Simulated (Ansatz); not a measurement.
# SiF2 (SMILES F[Si]F): the energy, rung by rung

SiF2: 3 atoms, total charge 0, spin state singlet. As SMILES, `F[Si]F`. The shape is that of a GFN2-xTB optimisation.

```xyz
3

Si    0.0042   -0.0077   -0.7448
F     1.1659   -0.0173    0.3806
F    -1.1702    0.0250    0.3642
```

Each level gives the energy change with the Si1–F2 bond stretched from 1.617 to 2.022 Å (eV). The values are calculated.

| level | kind | program | value (eV) | less FCI/STO-3G |
| --- | --- | --- | --- | --- |
| BLYP/STO-3G (restricted) | GGA | Ansatz | 1.12 | -0.31 |
| BHLYP/STO-3G (restricted) | global hybrid | Ansatz | 1.78 | +0.35 |
| r2SCAN0/STO-3G (restricted) | hybrid meta-GGA | Ansatz | 1.62 | +0.19 |
| CAM-B3LYP/STO-3G (restricted) | range-separated hybrid | Ansatz | 1.64 | +0.21 |
| B2PLYP/STO-3G (restricted) | double hybrid | Ansatz | 1.56 | +0.13 |
| RPA@PBE/STO-3G (restricted) | RPA | Ansatz | 1.23 | -0.20 |
| MP2/STO-3G (restricted) | perturbation theory | Ansatz | 1.77 | +0.34 |
| FCI/STO-3G | exact in the basis | Ansatz | 1.43 | 0.00 |

FCI/STO-3G is exact within its basis and frozen core, so for wave-function methods in that basis the difference is their error; functionals converge differently with the basis, so for them it is only a difference. The first shape isn't each level's own minimum. The values span 1.12 to 1.78 eV. All rows use very small basis sets, so none should be taken for the real molecule's value.
